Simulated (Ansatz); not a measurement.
**Isomers**

Structures of C2H6N (charge -1), singlet, relaxed at PBE0-D4/def2-TZVPD (vibrations not checked; lower isomers may exist, and structures with a doubtful reference or unclear bonds are left out). Ansatz 0.2.0; basis: def2-TZVPPD; cores frozen in the correlated methods. B3LYP uses VWN-RPA correlation.

**Question.** Rank them by CCSD(T) energy, lowest first, and give each one's height above the lowest. Links in brackets join atoms within 1.22 times the sum of their covalent radii (1.1 for two metals). (Judge from chemistry; the value comes from the calculation.)
A.
C₂H₆N ([CH2][CH2][NH2]), total charge -1
```
9
angstrom
C -0.4103 0.6351 -0.5496
C 0.2683 -0.6851 -0.4369
N 0.4591 -1.2223 0.9615
H -1.2841 0.6396 -1.2099
H 0.2521 1.4717 -0.8015
H -0.2983 -1.4713 -0.9600
H 1.2899 -0.7152 -0.8641
H -0.4424 -1.0317 1.4027
H 1.0516 -0.5317 1.4220
```
B.
C₂H₆N ([CH3][N][CH3]), total charge -1
```
9
angstrom
C -0.2155 0.8153 -0.7732
N 0.4733 -0.4005 -0.6602
C 0.3100 -0.8953 0.6414
H -1.3305 0.7521 -0.5678
H -0.1186 1.2483 -1.7819
H 0.1254 1.6247 -0.0534
H -0.7672 -1.0816 0.9486
H 0.8344 -1.8540 0.7836
H 0.6887 -0.2089 1.4630
```
C.
C₂H₆N ([CH3][CH][NH2]), total charge -1
```
9
angstrom
C -0.4734 0.7229 -0.6592
C 0.4097 -0.4669 -0.4148
N 0.0221 -1.0426 0.8824
H -1.5263 0.4397 -0.8035
H -0.1561 1.2781 -1.5523
H -0.4913 1.4755 0.1905
H 1.4539 -0.0890 -0.3817
H 0.2323 -0.4168 1.6866
H 0.5292 -1.9008 1.0520
```

**Answer.** Computed: B (0.000 eV), A (0.216 eV), C (0.571 eV). Heights count from the lowest.

**Question.** Do PBE-D4, r2SCAN-D4, PBE0-D4, B3LYP-D4, wB97M-V, HF, MP2 give the same order? (Judge from chemistry; the calculation decides.)

**Answer.** The calculation gives: All do.

The T1 diagnostic stays at or below 0.017.

For scale, one of the runs: CCSD(T)/def2-TZVPPD, 213 basis functions, launched by `ansatz run in.yaml --threads 2 --pin off --events-out ev --progress --plain --max-ram 4352MiB`. Time: 66 s of wall clock on 2 CPU threads of an Arm Neoverse V2; the host was shared. Peak host memory: 3.2 GiB.
